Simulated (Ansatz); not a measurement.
# CH₄ (singlet): wave-function methods side by side, 6-31G

Aim: climb from Hartree-Fock through coupled cluster and multireference methods for CH₄ (singlet) at one geometry and basis, and see what each rung misses.

Program: Ansatz 0.2.0, Gaussian basis. Level of theory: 6-31G, core rule «outside noble gas», up to 1 orbitals frozen. These are calculated values, not measurements.

Plan: UHF; CCSD(T) on RHF; BCCD(T) on RHF; CISD; CCSDT(Q) on RHF; CISDTQ; CCSDTQ on RHF; CASSCF and MRCISD+Q, 8 electrons in 8 orbitals; CASSCF and NEVPT4(SD), 8 electrons in 8 orbitals; CASSCF and NEVPT2, 8 electrons in 8 orbitals; Full CI.

9 further runs of the same task are left out: 9 set aside as unsound or not needed.

### Step 1. The system

The geometry is an MP2(full)/6-31G* stationary point (not a proven minimum).

5 atoms, charge 0, spin multiplicity 1.

Atoms are counted from 1 here; the program's logs count them from 0.

Bond lengths: C1–H2 1.090 Å, C1–H3 1.090 Å, C1–H4 1.090 Å, C1–H5 1.090 Å. Angles: H2–C1–H3 109.5°, H2–C1–H4 109.5°, H2–C1–H5 109.5°, H3–C1–H4 109.5°, H3–C1–H5 109.5°, H4–C1–H5 109.5°.

### Step 2. UHF

Input file in.yaml:

```yaml
crystal:
  periodic: [false, false, false]
  atoms:
    - {symbol: C, position_ang: [0.000000, 0.000000, 0.000000]}
    - {symbol: H, position_ang: [0.629118, 0.629118, 0.629118]}
    - {symbol: H, position_ang: [-0.629118, -0.629118, 0.629118]}
    - {symbol: H, position_ang: [0.629118, -0.629118, -0.629118]}
    - {symbol: H, position_ang: [-0.629118, 0.629118, -0.629118]}
basis:
  gaussian: {orbitals: 6-31G}
magnetization: {spin_polarized: true, initial_magnetization: 0}
hamiltonian: {xc: hf}
output: {orbitals: {seedname: orbitals}}
```

Launch:

```
ansatz run in.yaml --threads 1 --pin off --events-out ev --progress --plain --max-ram 2764MiB --backend cpu
```

The runs that follow: CCSD(T) on RHF; BCCD(T) on RHF; CISD; CCSDT(Q) on RHF; CISDTQ; CCSDTQ on RHF; CASSCF and MRCISD+Q, 8 electrons in 8 orbitals; CASSCF and NEVPT4(SD), 8 electrons in 8 orbitals; CASSCF and NEVPT2, 8 electrons in 8 orbitals; Full CI.

**Question.** What will the summary of the whole plan be? Wanted: FCI below the RHF energy; RMP2 from FCI; RCCSD from FCI; RCCSD(T) from FCI; RCCSDT(Q) from FCI; NEVPT2 valence from FCI; NEVPT4(SD) valence from FCI; MRCISD+Q valence from FCI; T1 diagnostic.

As calculated:

```
                         quantity                                                                                                        value
         FCI below the RHF energy                                                                                                   -3.2563 eV
                    RMP2 from FCI                                                                                                 +55.2 kJ/mol
                   RCCSD from FCI                                                                                                  +5.0 kJ/mol
                RCCSD(T) from FCI                                                                                                  +0.8 kJ/mol
               RCCSDT(Q) from FCI                                                                                                   0.0 kJ/mol
          NEVPT2 valence from FCI                                                                                                 +22.9 kJ/mol
      NEVPT4(SD) valence from FCI                                                                                                  +2.7 kJ/mol
        MRCISD+Q valence from FCI                                                                                                  -0.1 kJ/mol
levels within 1 kcal/mol (43 meV)  RCCSD(T), BCCD(T), RCCSDT, CISDTQ, RCCSDT(Q), RCCSDTQ, NEVPT4(SD) valence, MRCISD valence, MRCISD+Q valence
                    T1 diagnostic                                                                                                        0.004
   effectively unpaired electrons                                                                                                         0.02
```

What this shows: RCCSD(T) lands +0.8 kJ/mol from the yardstick (0.3 % of the correlation energy). One determinant dominates. Of the multireference levels listed MRCISD+Q valence comes nearest in total energy (-0.1 kJ/mol), which doesn't show that its space is the better one. These misses are within one basis, not against nature.
